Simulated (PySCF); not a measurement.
# Na2 (Sodium diatomic): the cost of one run

Programs: PySCF 2.14.0, with density-fitted response routines of our own. Each step states its level of theory. These are calculated values for one molecule in the gas phase, unless marked as measured. Atoms are numbered from 0 throughout.

### Step 1. Starting geometry

2 atoms, charge 0, multiplicity 1; geometry from: GFN2-xTB. The atoms were then displaced at random by about 0.01 Å, so the start is not that level's minimum.

Bonds of the start (Å): Na0–Na1 2.76.

### Step 2. Relaxing the molecule at PBE0-D3(BJ)/def2-SVP

The job: settings as JSON, then the geometry in Å.

```
{"job": {"xc": "PBE0", "basis": "def2-SVP", "d3": "d3bj", "grid": 1, "shake": 0.01, "kind": "geom"}, "charge": 0, "multiplicity": 1}
Na     1.387940    -0.028190     0.001020
Na    -1.370450    -0.000630    -0.013150
```

Command:

```sh
$ OMP_NUM_THREADS=1 python probes_run.py task.json out
```

One launch serves the whole session: the jobs run in the order shown.

Q: Estimate the wall time and peak memory of this first job on 1 thread of Arm Neoverse V1, shared host.

About 1.3 s, with a peak of 0.24 GiB.
